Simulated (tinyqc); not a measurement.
Inside a calculation. Method: CCD on RHF in the sto-3g basis, frozen core, for LiH, spin multiplicity 1. One step of it, computed by the program tinyqc.

Question. Orthogonalisation. S = U s U^T; symmetric (Loewdin) form X = U s^(-1/2) U^T, so that X^T S X = 1.

overlap S, order 1Li 1s, 1Li 2s, 1Li 2px, 1Li 2py, 1Li 2pz, 2H 1s:
```
[[1.000000, 0.241137, 0.000000, 0.000000, 0.000000, 0.095959],
 [0.241137, 1.000000, 0.000000, 0.000000, 0.000000, 0.438417],
 [0.000000, 0.000000, 1.000000, 0.000000, 0.000000, 0.000000],
 [0.000000, 0.000000, 0.000000, 1.000000, 0.000000, 0.000000],
 [0.000000, 0.000000, 0.000000, 0.000000, 1.000000, 0.540555],
 [0.095959, 0.438417, 0.000000, 0.000000, 0.540555, 1.000000]]
```

Give: eigenvalues of S; X.

Answer.

eigenvalues of S: [0.3015, 0.7966, 1.0000, 1.0000, 1.1615, 1.7404]

X, order 1Li 1s, 1Li 2s, 1Li 2px, 1Li 2py, 1Li 2pz, 2H 1s:
```
[[1.0230, -0.1240, 0.0000, 0.0000, 0.0015, -0.0087],
 [-0.1240, 1.1381, 0.0000, 0.0000, 0.1422, -0.3288],
 [0.0000, 0.0000, 1.0000, 0.0000, 0.0000, 0.0000],
 [0.0000, 0.0000, 0.0000, 1.0000, 0.0000, 0.0000],
 [0.0015, 0.1422, 0.0000, 0.0000, 1.1754, -0.4062],
 [-0.0087, -0.3288, 0.0000, 0.0000, -0.4062, 1.2910]]
```
